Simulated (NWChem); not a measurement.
Molecule: pyrrole (C4H5N); SMILES [nH]1cccc1

Program: NWChem. Pople sets run with spherical d functions. Each level has its own optimisation; frequencies are unscaled. Brackets give each atom's bonded neighbours.

```csv
level,r C–C [C(CCH)–C(CCH)] (Å),r C–C [C(CCH)–C(CHN)] (Å),r C–H [C(CCH)–H(C)] (Å),r C–N (Å),highest harmonic frequency (cm⁻¹),lowest (cm⁻¹),zero-point energy (kcal/mol),dipole (D)
Hartree-Fock/STO-3G,1.432,1.351,1.077,1.389,4139,446,59.9,1.79
Hartree-Fock/3-21G,1.432,1.359,1.066,1.377,3860,691,56.2,1.92
Hartree-Fock/6-31G*,1.426,1.358,1.071,1.363,3924,483,55.7,1.90
B3LYP/6-31G*,1.426,1.378,1.082,1.376,3673,446,51.8,1.91
"LDA (Slater exchange, VWN5)/def2-SVP",1.417,1.382,1.098,1.364,3578,___,50.7,___
PBE/def2-SVP,1.429,1.391,1.096,1.377,3587,507,50.5,2.04
BLYP/def2-SVP,1.435,1.394,1.095,1.385,3556,488,50.1,2.00
PBE0/def2-SVP,1.422,1.379,1.088,1.366,3709,539,52.3,2.05
```

**Question.** Fill in the missing entries.

**Answer.** 
- LDA (Slater exchange, VWN5)/def2-SVP, lowest (cm⁻¹): 547
- LDA (Slater exchange, VWN5)/def2-SVP, dipole (D): 2.10
